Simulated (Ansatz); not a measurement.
One change: `OC1=CC1` becomes `SC1=CC1`.

Ansatz, PBE0-D4/def2-TZVP geometries, multiplicity 1. Each molecule was computed in one conformer, which needn't be the lowest.

| property | `OC1=CC1` |
| --- | --- |
| HOMO–LUMO gap (ωB97M-V/def2-TZVPP) / eV | 11.03 |
| HOMO–LUMO gap (PBE0/def2-TZVPP) / eV | 7.36 |
| HOMO–LUMO gap (B3LYP/def2-TZVPP) / eV | 6.75 |
| HOMO energy (PBE0/def2-TZVPP) / eV | -6.52 |
| size of the dipole moment (PBE/def2-TZVPP) / D | 1.32 |
| HOMO energy (PBE/def2-TZVPP) / eV | -5.34 |

Question: Give the same properties after the change, and the shifts. (Best estimate.)

Answer: Ansatz gave: 
```json
{"property": "HOMO–LUMO gap (ωB97M-V/def2-TZVPP) / eV", "`SC1=CC1`": "10.74", "shift": "-0.29"}
{"property": "HOMO–LUMO gap (PBE0/def2-TZVPP) / eV", "`SC1=CC1`": "6.65", "shift": "-0.71"}
{"property": "HOMO–LUMO gap (B3LYP/def2-TZVPP) / eV", "`SC1=CC1`": "6.21", "shift": "-0.54"}
{"property": "HOMO energy (PBE0/def2-TZVPP) / eV", "`SC1=CC1`": "-6.44", "shift": "0.08"}
{"property": "size of the dipole moment (PBE/def2-TZVPP) / D", "`SC1=CC1`": "0.53", "shift": "-0.79"}
{"property": "HOMO energy (PBE/def2-TZVPP) / eV", "`SC1=CC1`": "-5.36", "shift": "-0.02"}
```

With PBE0 the HOMO rises by 0.08 eV and the LUMO falls by 0.63 eV, so the gap narrows by about 0.71 eV. PBE moves the HOMO by -0.02 eV and ωB97M-V by 0.21 eV. Dipoles are sizes alone; their direction can turn.

B3LYP here is the variant with VWN-RPA as its local correlation; programs differ in this.
